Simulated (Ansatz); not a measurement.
Diamond-structure Si was calculated with G0W0@HSE06 (hard PAW, contour deformation, complete-basis limit; Ansatz, an electronic-structure program).

Run with largest k mesh 10×10×10 (not extrapolated in the mesh).

Cell (measured lattice):

```
Si
1.0
    0.00000     2.71500     2.71500
    2.71500     0.00000     2.71500
    2.71500     2.71500     0.00000
Si
2
Direct
  0.00000   0.00000   0.00000
  0.25000   0.25000   0.25000
```

Task: Predict the band gap.

Result: 
- band gap: 1.41 eV (indirect)

Note: GW on a hybrid start was not checked against another program; cell and atoms aren't relaxed at this level; the gap holds a correction of +0.13 eV to the complete basis.

The computed numbers hold no vibrational or temperature effects.

It cost very roughly 2.1 core-hours of CPU time.
